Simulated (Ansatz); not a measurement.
**triplet AlN: levels of theory in one basis**

```xyz
2

Al    0.0000    0.0000    0.0000
N     0.0000    0.0000    1.9646
```

Basis set: def2-SVP (spherical functions). Correlated methods keep 6 orbitals frozen. Correlation on ROHF uses semicanonical orbitals with singles. Charge 0, multiplicity 3.

Computed with Ansatz (development build ahead of 0.2.0); each method stands on the lowest determinant of its kind that the runs found.

| method | E − E(ROHF) (eV) | <S²> of the determinant |
| --- | --- | --- |
| ROHF | 0.00 | – |
| UHF | -0.15 | 2.03 |
| ROHF-MP2 | -3.82 | – |
| UHF-MP2 | -3.82 | 2.03 |
| ROHF-CCSD(T) | -4.73 | – |
| UHF-CCSD(T) | -4.73 | 2.03 |
| UHF-CCSDT(Q) | -4.76 | 2.03 |

Caution for ROHF-MP2, UHF-MP2, ROHF-CCSD(T), UHF-CCSD(T), UHF-CCSDT(Q): a plain start can end on a higher determinant.
